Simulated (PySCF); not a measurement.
Gas-phase reaction: 5 (CH3)3Si = 3 ethylsilane + 2 SiH3 + 3 C3H5 (allyl)

Computed with PySCF and rigid-rotor harmonic-oscillator thermochemistry at 1 bar. S°(298 K) at PBE0/def2-TZVP differs from the NASA 1993 table for C3H5 (allyl) (-17 J/mol/K); whether the harmonic model or the table's entry is off was not settled. † marks an energy on the PBE0/def2-TZVP geometry and frequencies; other levels use their own. MP2 freezes the core. 6-31G* has spherical d functions here. Open shells (unrestricted): (CH3)3Si (multiplicity 2), SiH3 (multiplicity 2), C3H5 (allyl) (multiplicity 2); the rest are closed-shell singlets. B3LYP is the form with VWN-RPA correlation. (CH3)3Si: computed as isolated molecules; such fragments, hydroxides, amides, oligomers or adducts are transient or little studied in the gas. MP2 isn't extrapolated to the basis-set limit; its ΔH°(298 K) is 673.5 kJ in def2-SVP and 783.6 kJ in def2-TZVPP. The harmonic model lacks anharmonicity and excited electronic states, which grow with temperature; levels with a mode under 35 cm⁻¹ are left out. Internal rotation in (CH3)3Si, ethylsilane is treated as a harmonic vibration of one conformer, which makes the entropy rough. Warning, spin contamination: C3H5 (allyl) (MP2/def2-SVP†).

ΔH° and ΔS° at 298 K: B3LYP/6-31G* 545 kJ, 408 J/K; B3LYP/def2-TZVP† 553 kJ, 414 J/K; MP2/def2-SVP† 674 kJ, 414 J/K; PBE/def2-TZVP† 660 kJ, 414 J/K; PBE0/def2-TZVP 678 kJ, 414 J/K; LDA/def2-TZVP† 781 kJ, 414 J/K.

### Question
With the heat capacities included, give log10 K (1 bar) at 500, 600, 1400, 1600, 1800 K from B3LYP/6-31G*, B3LYP/def2-TZVP†, MP2/def2-SVP†, PBE/def2-TZVP†, PBE0/def2-TZVP, LDA/def2-TZVP†.

### Answer
```
T (K)  B3LYP/6-31G*  B3LYP/def2-TZVP†  MP2/def2-SVP†  PBE/def2-TZVP†  PBE0/def2-TZVP  LDA/def2-TZVP†
-----  ------------  ----------------  -------------  --------------  --------------  --------------
500           -35.8             -36.4          -49.0           -47.6           -49.5           -60.2
600           -26.5             -26.9          -37.4           -36.2           -37.8           -46.7
1400           -0.1              -0.3           -4.8            -4.3            -4.9            -8.8
1600            2.3               2.2           -1.8            -1.3            -1.9            -5.3
1800            4.2               4.1            0.6             1.0             0.4            -2.6
```
